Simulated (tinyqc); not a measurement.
Inside a calculation. Method: coupled-perturbed Hartree-Fock on RHF in the sto-3g basis, for NH3, spin multiplicity 1. One step of it, computed by the program tinyqc.

Question. Coupled step 1. U_ai = -(mu_ai + sum_bj [4 (ai|bj) - (ab|ij) - (aj|bi)] U_bj) / (e_a - e_i); alpha = -4 sum U_ai mu_ai.

uncoupled U, order a6, a7, a8:
```
[[0.002830, -0.072307, 0.000000, 0.000852, 0.312145],
 [0.000000, 0.000000, -0.509785, 0.000000, 0.000000],
 [0.000005, -0.000167, 0.000000, -0.509762, 0.000419]]
```

dipole integrals <a|z|i> (bohr), order a6, a7, a8:
```
[[-0.044901, 0.114184, 0.000000, -0.000894, -0.280361],
 [0.000000, 0.000000, 0.564896, 0.000000, 0.000000],
 [-0.000077, 0.000273, 0.000000, 0.564898, -0.000401]]
```

orbital energies (hartree): [-15.334290, -1.045751, -0.515812, -0.515812, -0.364762, 0.533414, 0.592294, 0.592350]

Two-electron integrals over orbitals (pq|rs), unique and non-zero (hartree):
```
(11|11) 4.129314    (21|11) -0.344581   (21|21) 0.045626    (22|11) 0.836375
(22|21) -0.009456   (22|22) 0.606117    (31|31) 0.009000    (32|31) 0.014129
(32|32) 0.117258    (33|11) 0.682958    (33|21) -0.003453   (33|22) 0.543171
(33|33) 0.555686    (41|11) 0.000059    (41|21) -0.000006   (41|22) 0.000006
(41|33) -0.002331   (41|41) 0.009002    (42|11) -0.000023   (42|21) 3.22e-06
(42|22) 0.000028    (42|33) -0.044523   (42|41) 0.014131    (42|42) 0.117277
(43|31) -0.002335   (43|32) -0.044531   (43|43) 0.042166    (44|11) 0.683001
(44|21) -0.003453   (44|22) 0.543212    (44|33) 0.471388    (44|41) 0.002331
(44|42) 0.044512    (44|44) 0.555709    (51|11) -0.160982   (51|21) 0.018544
(51|22) -0.013531   (51|33) -0.005053   (51|41) -4.19e-06   (51|42) 1.91e-07
(51|44) -0.005053   (51|51) 0.025600    (52|11) 0.103201    (52|21) -0.007419
(52|22) -0.007188   (52|33) 0.000326    (52|41) 5.82e-07    (52|42) -5.93e-07
(52|44) 0.000339    (52|51) 0.016866    (52|52) 0.098725    (53|31) 0.003551
(53|32) -0.006583   (53|43) 0.013478    (53|53) 0.032597    (54|11) -0.000049
(54|21) 2.35e-06    (54|22) -0.000012   (54|33) 0.013464    (54|41) 0.003552
(54|42) -0.006567   (54|44) -0.013481   (54|51) -3.41e-06   (54|52) -0.000021
(54|54) 0.032590    (55|11) 0.901236    (55|21) -0.012225   (55|22) 0.579251
(55|33) 0.516953    (55|41) 7.37e-07    (55|42) -0.000017   (55|44) 0.516968
(55|51) 0.011997    (55|52) 0.100883    (55|54) -0.000036   (55|55) 0.723664
(61|11) -0.250189   (61|21) 0.035126    (61|22) -0.002048   (61|33) -0.000695
(61|41) -0.000025   (61|42) -0.000028   (61|44) -0.000704   (61|51) 0.003978
(61|52) -0.016287   (61|54) -4.11e-06   (61|55) -0.018160   (61|61) 0.032950
(62|11) 0.296280    (62|21) -0.006538   (62|22) 0.125813    (62|33) 0.075010
(62|41) -0.000016   (62|42) -0.000060   (62|44) 0.075060    (62|51) -0.015946
(62|52) -0.014478   (62|54) -0.000045   (62|55) 0.101273    (62|61) 0.002444
(62|62) 0.094676    (63|31) 0.004518    (63|32) -0.021449   (63|43) 0.030545
(63|53) 0.016774    (63|63) 0.054395    (64|11) -0.000518   (64|21) 0.000011
(64|22) -0.000196   (64|33) 0.030371    (64|41) 0.004526    (64|42) -0.021315
(64|44) -0.030620   (64|51) 1.57e-06    (64|52) -0.000087   (64|54) 0.016718
(64|55) -0.000244   (64|61) -3.78e-07   (64|62) -0.000184   (64|64) 0.054205
(65|11) -0.148466   (65|21) 0.000164    (65|22) -0.067983   (65|33) -0.034228
(65|41) -0.000012   (65|42) -0.000088   (65|44) -0.034318   (65|51) 0.005563
(65|52) -0.001410   (65|54) -0.000013   (65|55) -0.081729   (65|61) -0.003060
(65|62) -0.054488   (65|64) 0.000122    (65|65) 0.041562    (66|11) 0.721264
(66|21) -0.006404   (66|22) 0.537929    (66|33) 0.493092    (66|41) -0.000028
(66|42) -0.000282   (66|44) 0.492806    (66|51) -0.021191   (66|52) -0.050474
(66|54) 0.000081    (66|55) 0.479092    (66|61) 0.005665    (66|62) 0.098205
(66|64) 0.000047    (66|65) -0.049670   (66|66) 0.533079    (71|31) 0.012726
(71|32) 0.018712    (71|43) -0.002880   (71|53) 0.005055    (71|63) 0.005858
(71|71) 0.018042    (72|31) 0.011402    (72|32) 0.031442    (72|43) 0.013533
(72|53) 0.025987    (72|63) 0.036983    (72|71) 0.015314    (72|72) 0.054514
(73|11) 0.302872    (73|21) -0.005885   (73|22) 0.108346    (73|33) 0.056800
(73|41) 0.001905    (73|42) 0.038646    (73|44) 0.084335    (73|51) 0.000247
(73|52) 0.053608    (73|54) -0.012989   (73|55) 0.148092    (73|61) -0.005698
(73|62) 0.073728    (73|64) -0.027346   (73|65) -0.045335   (73|66) 0.044940
(73|73) 0.140422    (74|31) 0.001902    (74|32) 0.038648    (74|43) -0.013763
(74|53) -0.012981   (74|63) -0.027276   (74|71) 0.002801    (74|72) -0.006170
(74|74) 0.033495    (75|31) 0.007662    (75|32) 0.054387    (75|43) -0.022303
(75|53) 0.014541    (75|63) -0.021951   (75|71) 0.010655    (75|72) 0.015463
(75|74) 0.020843    (75|75) 0.048921    (76|31) 0.009501    (76|32) 0.087392
(76|43) -0.044675   (76|53) -0.023218   (76|63) -0.039044   (76|71) 0.012864
(76|72) 0.000318    (76|74) 0.043732    (76|75) 0.039457    (76|76) 0.092176
(77|11) 0.765112    (77|21) -0.007580   (77|22) 0.540243    (77|33) 0.547432
(77|41) -0.000111   (77|42) -0.029873   (77|44) 0.474056    (77|51) -0.003604
(77|52) 0.017849    (77|54) 0.016807    (77|55) 0.539551    (77|61) -0.005074
(77|62) 0.077135    (77|64) 0.035443    (77|65) -0.034576   (77|66) 0.495989
(77|73) 0.068286    (77|77) 0.565944    (81|11) -0.000435   (81|21) 0.000062
(81|22) 5.88e-07    (81|33) -0.002878   (81|41) 0.012727    (81|42) 0.018712
(81|44) 0.002871    (81|51) 0.000009    (81|52) -0.000025   (81|54) 0.005056
(81|55) -0.000029   (81|61) 0.000028    (81|62) -0.000021   (81|64) 0.005868
(81|65) -0.000021   (81|66) -0.000033   (81|73) 0.002794    (81|77) -0.000037
(81|81) 0.018041    (82|11) 0.000535    (82|21) -0.000011   (82|22) 0.000228
(82|33) 0.013682    (82|41) 0.011402    (82|42) 0.031426    (82|44) -0.013427
(82|51) -0.000025   (82|52) -0.000010   (82|54) 0.025988    (82|55) 0.000194
(82|61) -0.000022   (82|62) 0.000078    (82|64) 0.036970    (82|65) -0.000114
(82|66) 0.000169    (82|73) -0.006036   (82|77) 0.022658    (82|81) 0.015312
(82|82) 0.054515    (83|31) 0.001913    (83|32) 0.038633    (83|43) -0.013720
(83|53) -0.012949   (83|63) -0.027191   (83|71) 0.002815    (83|72) -0.006100
(83|74) 0.031753    (83|75) 0.020819    (83|76) 0.043681    (83|83) 0.033414
(84|11) 0.302857    (84|21) -0.005886   (84|22) 0.108313    (84|33) 0.084368
(84|41) -0.001899   (84|42) -0.038724   (84|44) 0.056750    (84|51) 0.000247
(84|52) 0.053603    (84|54) 0.012976    (84|55) 0.148089    (84|61) -0.005689
(84|62) 0.073711    (84|64) 0.027070    (84|65) -0.045256   (84|66) 0.045220
(84|73) 0.075079    (84|77) 0.094013    (84|81) -0.002808   (84|82) 0.006358
(84|84) 0.140517    (85|11) -0.000200   (85|21) 1.15e-07    (85|22) -0.000082
(85|33) -0.022334   (85|41) 0.007662    (85|42) 0.054380    (85|44) 0.022231
(85|51) 0.000011    (85|52) 0.000015    (85|54) 0.014553    (85|55) -0.000106
(85|61) -0.000023   (85|62) -0.000108   (85|64) -0.021868   (85|65) -0.000021
(85|66) -0.000206   (85|73) 0.020782    (85|77) -0.017063   (85|81) 0.010654
(85|82) 0.015457    (85|84) -0.020947   (85|85) 0.048907    (86|11) -0.000040
(86|21) 2.08e-06    (86|22) 0.000028    (86|33) -0.044566   (86|41) 0.009500
(86|42) 0.087298    (86|44) 0.044514    (86|51) -0.000029   (86|52) -0.000104
(86|54) -0.023145   (86|55) -0.000094   (86|61) -3.37e-06   (86|62) 0.000035
(86|64) -0.038770   (86|65) -0.000100   (86|66) -0.000237   (86|73) 0.043639
(86|77) -0.040860   (86|81) 0.012863    (86|82) 0.000378    (86|84) -0.043820
(86|85) 0.039386    (86|86) 0.091897    (87|31) -0.000097   (87|32) -0.029724
(87|43) 0.036625    (87|53) 0.016792    (87|63) 0.035570    (87|71) -0.000006
(87|72) 0.022516    (87|74) -0.012768   (87|75) -0.016960   (87|76) -0.040807
(87|83) -0.012713   (87|87) 0.040444    (88|11) 0.765101    (88|21) -0.007579
(88|22) 0.540260    (88|33) 0.473893    (88|41) 0.000147    (88|42) 0.030171
(88|44) 0.547600    (88|51) -0.003605   (88|52) 0.017848    (88|54) -0.016905
(88|55) 0.539539    (88|61) -0.005074   (88|62) 0.077200    (88|64) -0.035857
(88|65) -0.034642   (88|66) 0.495718    (88|73) 0.094108    (88|77) 0.484659
(88|81) 0.000063    (88|82) -0.022379   (88|84) 0.068059    (88|85) 0.017110
(88|86) 0.041093    (88|88) 0.566224
```

Give: U after step 1; polarisability.

Answer.

U after step 1, order a6, a7, a8:
```
[[0.000, 0.048, 0.000, 0.001, 0.272],
 [0.000, 0.000, -0.412, 0.000, 0.000],
 [0.000, 0.000, 0.000, -0.412, 0.000]]
```

polarisability = 2.142 bohr^3
